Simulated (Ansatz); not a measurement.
Zinc-blende BeSe: PBE at its full settings (plane-wave cutoff 520 eV, 12×12×12 k mesh, Fermi–Dirac smearing 0.01 eV, scalar-relativistic PAW data made under PBE) and at cheaper ones, in a cell of 2 atoms with Γ-centred meshes.

| level and setting | lattice constant a (Å) | bulk modulus (GPa) |
|---|---|---|
| PBE (Ansatz) | 5.178 | 75.1 |
| PBE (300 eV cutoff) (Ansatz) | 5.179 | 75.6 |
| PBE (2×2×2 k mesh) (Ansatz) | 5.381 | 62.9 |
| PBE (4×4×4 k mesh) (Ansatz) | 5.189 | 74.7 |
| PBE (6×6×6 k mesh) (Ansatz) | 5.179 | 75.1 |
| PBE (Fermi-Dirac smearing of 0.3 eV) (Ansatz) | 5.178 | 75.1 |

Largest shifts from the full settings: lattice constant a +3.92 % (PBE (2×2×2 k mesh)), against a difference of +0.76 % of the full result from the reference 5.139 Å (measured, temperature not stated, no zero-point or thermal correction; as tabulated in Bernardini et al. (2000), arXiv:cond-mat/0007180); bulk modulus -16.2 % (PBE (2×2×2 k mesh)), against a difference of -18.5 % of the full result from the reference 92.2 GPa (measured, temperature not stated, no zero-point or thermal correction; as tabulated in Inakpenu et al., APS March Meeting 2017, C27.9).

The full settings aren't shown to be converged themselves.

Ansatz's density-functional and Hartree–Fock values are scalar-relativistic unless marked +SOC, with PAW data made under PBE.

Run with cheap settings on purpose, which may leave them unconverged: PBE (2×2×2 k mesh), PBE (300 eV cutoff), PBE (4×4×4 k mesh), PBE (6×6×6 k mesh), PBE (Fermi-Dirac smearing of 0.3 eV).

Ansatz is a program for electronic structure.
